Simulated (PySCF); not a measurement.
Isomers of [C3H10N]+ (charge +1). Theory: PBE0-D3(BJ)/def2-SVP geometry optimisation, gas phase in PySCF. One conformer each; no zero-point energy, no entropy. No frequencies were run at this level. Point groups hold within 0.08 Å.

**Question.** Rank from lowest to highest electronic energy at this level (kcal/mol).
A. `C[NH+](C)C`
B. `CC(C)[NH3+]`

**Answer.** B (0.0), A (9.5).

```tsv
SMILES	E (Eh)	E rel (kcal/mol)	dipole about centre of mass (D)	point group	A, B, C (MHz)
CC(C)[NH3+]	-174.52716	0.0	4.22	Cs	7767, 7699, 4474
C[NH+](C)C	-174.51203	9.5	0.88	C3v	8168, 8164, 4743
```

**Question.** How do the relative energies change in single points at PBE0/pcSseg-1 (no added dispersion term) on the same geometries?

**Answer.** 
| SMILES | PBE0-D3(BJ)/def2-SVP (kcal/mol) | PBE0/pcSseg-1 (kcal/mol) | shift |
| --- | --- | --- | --- |
| CC(C)[NH3+] | 0.0 | 0.0 | 0.0 |
| C[NH+](C)C | 9.5 | 7.7 | -1.8 |

Each column counts from its own lowest isomer. The order is unchanged; the largest shift is 1.8 kcal/mol.
